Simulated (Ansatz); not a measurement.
For Ge (I4₁/amd, No. 141, 2 atoms in the cell; start mp-1061054; high-pressure phase), LDA (Ansatz, a quantum-chemistry and plane-wave program, plane waves, PAW) gives:

| Item | Value |
|---|---|
| lattice parameter a | 5.086 Å |
| lattice parameter c | 2.771 Å |

**Question.** What does r²SCAN-D4 (Ansatz, plane waves, PAW) give for the same quantities?

**Answer.** 
- lattice constant a: 5.126 Å (rises by 0.8 %)
- lattice parameter c: 2.804 Å (increases by 1.2 %)

Changes are worked out from the printed values.

Unless a cell is named, each level is at its own relaxed cell (LDA 17.92, r²SCAN-D4 18.42 Å³/atom).

Caveats: the relaxation could not lower the start's symmetry, so the cell can be a saddle point above a distorted one (LDA, r²SCAN-D4). Ansatz's density-functional and Hartree–Fock values are scalar-relativistic unless marked +SOC, with PAW data made under PBE.

A start named mp-… is a Materials Project structure, which need not be a measured phase.
